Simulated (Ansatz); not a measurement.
2H MoTe₂ was calculated with LDA+SOC in Ansatz (PAW).

Settings: plane-wave cutoff 520 eV, 12×12×4 k mesh (along the axes of the cell as run), Fermi–Dirac smearing 0.01 eV, PAW data made under PBE.

Cell (measured lattice):

```yaml
crystal:
  lattice:
    - [-1.75900, -3.04668, 0.00000]
    - [-1.75900, 3.04668, 0.00000]
    - [0.00000, 0.00000, -13.97400]
  atoms:
    - { symbol: Te, position: [0.33333, 0.66667, 0.87900] }
    - { symbol: Te, position: [0.66667, 0.33333, 0.37900] }
    - { symbol: Te, position: [0.66667, 0.33333, 0.12100] }
    - { symbol: Te, position: [0.33333, 0.66667, 0.62100] }
    - { symbol: Mo, position: [0.33333, 0.66667, 0.25000] }
    - { symbol: Mo, position: [0.66667, 0.33333, 0.75000] }
```

**Question.** Predict the band gap, smallest direct gap on the k points sampled and Γ–Γ gap.

**Answer.** 
band gap: 0.67 eV (indirect)
smallest direct gap on the k points sampled: 0.97 eV
Γ–Γ gap: 2.51 eV

Measured, for comparison: band gap 1.06 ± 0.01 eV (4 K, zero-point motion not removed, indirect, absorption from ellipsometry, single crystal; as tabulated in Gulo et al. (2023), doi:10.1103/physrevmaterials.7.044001). Computed (rounded) less measured: band gap -0.39 eV.

Note: cell and atoms aren't relaxed at this level (largest force component 0.28 eV/Å, pressure -2.9 GPa).

The computed numbers hold no vibrational or temperature effects.

It cost around 12 core-minutes (rough) of CPU time.

Ansatz is an electronic-structure program.
